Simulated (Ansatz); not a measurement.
Cu2CdSnS4 (I-42m, No. 121; cell taken from a computed entry)

All values below come from r²SCAN (PAW; Ansatz, a first-principles code).

Settings: plane-wave cutoff 560 eV, 14×14×14 k mesh, Fermi–Dirac smearing 0.05 eV, no spin polarisation, scalar-relativistic PAW data made under PBE.

Cell: relaxed with PBEsol: a = b = 5.5287 Å, c = 10.8318 Å, α = β = γ = 90.00°.

| Property | Result |
|---|---|
| band gap | 0.26 eV (on the SCF k mesh) |

Note: cell and atoms aren't relaxed at this level (largest force component 0.19 eV/Å, pressure 1.6 GPa).

Spin–orbit coupling is not included.
